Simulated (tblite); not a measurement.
Compound: triphosphine, P3H5.
Geometry (GFN2-xTB, Å), atoms numbered from 1 in this order:
```xyz
8
P3H5 angstrom
P      1.6562    0.0327   -0.5251
P     -0.0179   -0.3085    0.8106
P     -1.5838   -0.1692   -0.6834
H      1.5901    1.4200   -0.3880
H      2.5899   -0.0759    0.5023
H      0.0732   -1.7008    0.7120
H     -1.7070    1.2142   -0.5461
H     -2.5916   -0.4031    0.2486
```

Level: GFN2-xTB in tblite, geometry and Hessian alike; calculated harmonic values, unscaled, isolated species. This tight-binding method is rough: wavenumbers can miss measured ones by several per cent, in bad cases by 10 to 20. Modes of hydrogen on phosphorus can be 10 to 20 % off. One conformer, not necessarily the lowest.

Harmonic wavenumbers (cm⁻¹): 112.9, 114.3, 152.6, 481.9, 501.0, 621.2, 630.9, 723.8, 803.6, 866.1, 870.8, 1106.3, 1116.6, 2227.1, 2241.3, 2263.3, 2311.5, 2320.2.

A = 9946, B = 2684, C = 2217 MHz; mass 97.960 u (most abundant isotopes); point group Cs, symmetry number 1.

Task: Zero-point energy?

Result: Half the sum of the wavenumbers: 9733 cm⁻¹ = 116.43 kJ/mol.

Task: Give the ideal-gas entropy at 200 K and 1 bar in the rigid-rotor, harmonic-oscillator model (classical rotation).

Result: Translation 157.73, rotation 104.22, vibration 32.41: S = 294.4 J/(mol K).

Task: And Cp and H(200 K) − H(0)?

Result: Cp = 70.50 J/(mol K), of which vibrations give 37.24 (their classical limit is 18 R = 149.7); H(200 K) − H(0) = 10.36 kJ/mol without the zero-point energy, 3.71 from vibrations.

Task: How do the functions run with temperature in this model?

Result: 
| T (K) | S (J/(mol K)) | Cp (J/(mol K)) | H − H(0) (kJ/mol) | G − H(0) (kJ/mol) | ln q(vib) |
| --- | --- | --- | --- | --- | --- |
| 50 | 219.2 | 42.6 | 1.79 | -9.17 | 0.09 |
| 100 | 252.5 | 53.2 | 4.23 | -21.02 | 0.55 |
| 298.15 | 326.1 | 89.1 | 18.22 | -79.00 | 2.77 |
| 373.15 | 347.4 | 100.9 | 25.36 | -104.27 | 3.61 |
| 500 | 379.2 | 116.4 | 39.19 | -150.40 | 5.01 |
| 750 | 430.6 | 137.4 | 71.10 | -251.88 | 7.60 |
| 1000 | 472.2 | 151.1 | 107.28 | -364.90 | 9.94 |

q(vib) and H(0) count from the zero-point level.

Task: Which modes carry the vibrational entropy at 200 K?

Result: 112.9 cm⁻¹: 10.27; 114.3 cm⁻¹: 10.17; 152.6 cm⁻¹: 7.94; 481.9 cm⁻¹: 1.19; 501.0 cm⁻¹: 1.07; 621.2 cm⁻¹: 0.53 J/(mol K); the other 12 give 1.24 together.

Task: What must be added to the electronic energy to get the Gibbs energy at 200 K and 1 bar?

Result: ZPE + [H(200 K) − H(0)] − T·S = 116.43 + 10.36 − 58.87 = 67.92 kJ/mol.

Task: Blend soft modes into free rotors: weight 1/[1 + (100 cm⁻¹/ν̃)⁴] for the oscillator and the rest for a rotor with moment μB/(μ + B), μ = h/(8π²ν), B = 10⁻⁴⁴ kg m². What vibrational entropy results?

Result: 32.17 J/(mol K) in place of 32.41, which changes −T·S at 200 K by +0.05 kJ/mol.

Hindered rotation and anharmonicity are outside this model. Other conformers, if any are populated, would add a mixing term that is left out.

The run took 0.13 s wall on an Intel Xeon Platinum 8488C with one thread, no GPU, on a shared host. The figure is for the frequency step alone.
